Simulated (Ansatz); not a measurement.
System: zinc-blende HgS (metastable phase). Method: Hartree–Fock (PAW; Ansatz, a first-principles code).

Settings: plane-wave cutoff 460 eV, 8×8×8 k mesh, Fermi–Dirac smearing 0.01 eV, scalar-relativistic PAW data made under PBE.

On both sides of the equilibrium volume: at 27.132 Å³/atom the pressure is 1.55 GPa and the direct gap at Γ 6.315 eV; at 28.523 Å³/atom they are -1.35 GPa and 6.175 eV. The fitted bulk modulus is 58.0 GPa.

Q: Work out the volume deformation potential of this gap and its pressure coefficient, in two ways.

A: a_V = dE_g/d ln V = (6.175 − 6.315)/ln(28.523/27.132) = -2.80 eV. Since dP = −B d ln V, dE_g/dP = −a_V/B = 48 meV/GPa. Straight from the pressures: (6.315 − 6.175)/(1.55 − (-1.35)) = 48 meV/GPa. At this level and over this range the gap at Γ widens under pressure.

Spin–orbit coupling is not included.

Note: the cell is over a tenth larger than the published one: the level's own overestimate first of all, though another phase or state, or a fault of the published cell, is possible.
